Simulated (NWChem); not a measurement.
Ionisation of Li (-1)

```xyz
1

Li     0.0000     0.0000     0.0000
```
Charge -1, spin multiplicity 1.

Program: NWChem.

Basis set: def2-TZVPD. −ε marks an orbital energy of the parent.

Task: One of these methods gave a first vertical ionisation energy of -0.12 eV. Which?
A) −ε(HOMO) of HF
B) G0W0@PBE0
C) −ε(HOMO) of PBE0
D) −ε(HOMO) of PBE

Result: A, −ε(HOMO) of HF. The others give -0.98 (−ε(HOMO) of PBE0), -1.48 (−ε(HOMO) of PBE), 0.26 (G0W0@PBE0).
